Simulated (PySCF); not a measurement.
# Working out the ionisation energy of O

O [He] 2s2 2p4 (3P) → O⁺ [He] 2s2 2p3 (4S). Calculation: PySCF 2.14, in dyall-av3z; the non-relativistic Hamiltonian (point nucleus). Frozen: 1s2; the 14 highest virtual orbitals dropped. Energies in hartree (1 hartree = 27.21139 eV):

```tsv
part	O (lower)	O⁺ (upper)
UHF	-74.818711	-74.376978
CCSD correlation	-0.166928	-0.117240
(T)	-0.003593	-0.001778
```

**Question.** What does Hartree-Fock give?

**Answer.** (-74.376978) − (-74.818711) = 0.441733 hartree = 12.020 eV.

**Question.** What do CCSD and CCSD(T) give?

**Answer.** The CCSD correlation energies differ by 0.049688 hartree = 1.352 eV and the triples by 0.001815 hartree = 0.049 eV, so CCSD gives 13.372 eV and CCSD(T) 13.421 eV.

Measured between the centres of the two terms (NIST): 13.608 eV, so CCSD(T) (valence) is off by -0.187 eV.

What remains against the reference includes basis incompleteness, the frozen core and higher excitations.
